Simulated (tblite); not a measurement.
Species: C2H3F2O (doublet state).
Geometry (GFN2-xTB, Å), atoms numbered from 1 in this order:
```
atom  x, y, z in Å
O1    -1.4338    0.2399    0.5276
C2    -0.4374   -0.0056   -0.4142
C3     0.9337    0.3523    0.0684
F4     1.3086   -0.1851    1.2438
F5     1.9343    0.2344   -0.8119
H6    -1.1835   -0.1473    1.3763
H7    -0.4429   -1.0751   -0.7171
H8    -0.6699    0.5959   -1.2974
```

Computed values, GFN2-xTB/tblite, gas phase, harmonic and unscaled. The method is semi-empirical: single wavenumbers can be off by several per cent or more. One conformer, not necessarily the lowest. Open shells enter through the occupations alone, without spin polarisation, and single modes of such species can be off by tens of per cent.

Harmonic wavenumbers (cm⁻¹): 61.5, 208.5, 340.7, 394.0, 408.8, 517.9, 849.5, 966.7, 1076.5, 1142.8, 1170.6, 1232.1, 1261.0, 1334.7, 1417.5, 2720.3, 2979.7, 3511.8.

A = 9536, B = 3730, C = 2788 MHz; mass 81.015 u (most abundant isotopes); point group C1, symmetry number 1; spin multiplicity 2.

Problem. What is the zero-point energy?

Solution. Half the sum of the wavenumbers: 10797 cm⁻¹ = 129.16 kJ/mol.

Problem. Give the ideal-gas entropy at 500 K and 1 bar in the rigid-rotor, harmonic-oscillator model (classical rotation).

Solution. Translation 174.41, rotation 113.50, vibration 77.90, spin (R ln 2) 5.76: S = 371.6 J/(mol K).

Problem. And Cp and H(500 K) − H(0)?

Solution. Cp = 111.68 J/(mol K), of which vibrations give 78.42 (their classical limit is 18 R = 149.7); H(500 K) − H(0) = 37.01 kJ/mol without the zero-point energy, 20.38 from vibrations.

Problem. What must be added to the electronic energy to get the Gibbs energy at 500 K and 1 bar?

Solution. ZPE + [H(500 K) − H(0)] − T·S = 129.16 + 37.01 − 185.79 = -19.62 kJ/mol.

Problem. Blend soft modes into free rotors: weight 1/[1 + (100 cm⁻¹/ν̃)⁴] for the oscillator and the rest for a rotor with moment μB/(μ + B), μ = h/(8π²ν), B = 10⁻⁴⁴ kg m². What vibrational entropy results?

Solution. 72.05 J/(mol K) in place of 77.90, which changes −T·S at 500 K by +2.93 kJ/mol.

Problem. How do the functions run with temperature in this model?

Solution. 
```csv
T (K),S (J/(mol K)),Cp (J/(mol K)),H − H(0) (kJ/mol),G − H(0) (kJ/mol),ln q(vib)
50,221.8,40.5,1.82,-9.27,0.19
100,252.2,48.7,4.04,-21.19,0.60
298.15,321.5,83.0,17.21,-78.65,2.47
373.15,341.4,94.7,23.87,-103.52,3.22
750,421.5,134.1,67.98,-248.15,6.85
1000,462.1,147.7,103.34,-358.76,9.06
```

q(vib) and H(0) count from the zero-point level.

Problem. Which modes carry the vibrational entropy at 500 K?

Solution. 61.5 cm⁻¹: 22.72; 208.5 cm⁻¹: 12.69; 340.7 cm⁻¹: 8.80; 394.0 cm⁻¹: 7.70; 408.8 cm⁻¹: 7.43; 517.9 cm⁻¹: 5.73 J/(mol K); the other 12 give 12.83 together.

Hindered rotation and anharmonicity are outside this model. Other conformers, if any are populated, would add a mixing term that is left out. The structure is chiral; the term R ln 2 for an equal mix with its mirror image is left out.

Hardware: one thread of an Arm Neoverse V1, no GPU (shared host). Cost: 0.1 s wall. This covers the Hessian and the dipole derivatives.
